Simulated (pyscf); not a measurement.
This saddle point was located with ωB97X-D3(BJ)/def2-SVP in PySCF.

```
Al
F 1 1.6637
F 1 1.6639 2 118.58
O 1 1.8413 2 115.05 3 137.15
H 4 0.9630 1 126.15 2 -134.50
H 4 1.2283 5 120.61 1 93.25
O 6 1.2284 4 134.40 5 -123.34
H 7 0.9630 6 120.72 4 -123.56
```
Charge 0, spin multiplicity 1.

Surface: singlet, charge 0. Lowest wavenumbers (cm⁻¹): 1061i, 158, 209, 225, 284.

Problem. What reaction is this the transition state of?

Solution. HO–Al(F)–F + water (H₂O) <-> water (H₂O) + HO–Al(F)–F, a four-centre exchange read from left to right: Al–O, H–O broken and H–O, Al–O formed. At ωB97M-D3(BJ)/def2-TZVP it lies -0.79 eV from the left side and -0.79 eV from the right (each side as separated species at their lowest minima found). On the reactant side the descent ends in an adduct with a Al–O contact, 1.31 eV under the separated species and 0.48 eV under the saddle at ωB97X-D3(BJ)/def2-TZVP. On the product side the descent ends in an adduct with a Al–O contact, 1.31 eV under the separated species and 0.48 eV under the saddle at ωB97X-D3(BJ)/def2-TZVP. At ωB97M-D3(BJ) the saddle lies under the separated reactants, which points to a path from their complex (located at ωB97X-D3(BJ) alone). At ωB97M-D3(BJ) the saddle lies under the separated products, which points to a path from their complex (located at ωB97X-D3(BJ) alone). What is counted as formed (Al–O) is already present as a longer contact in the reactant adduct; forming that adduct is a step of its own. What is counted as broken (Al–O) persists as a longer contact in the product adduct; parting that adduct is a step of its own. One saddle was located; it need not be the lowest between these sides.
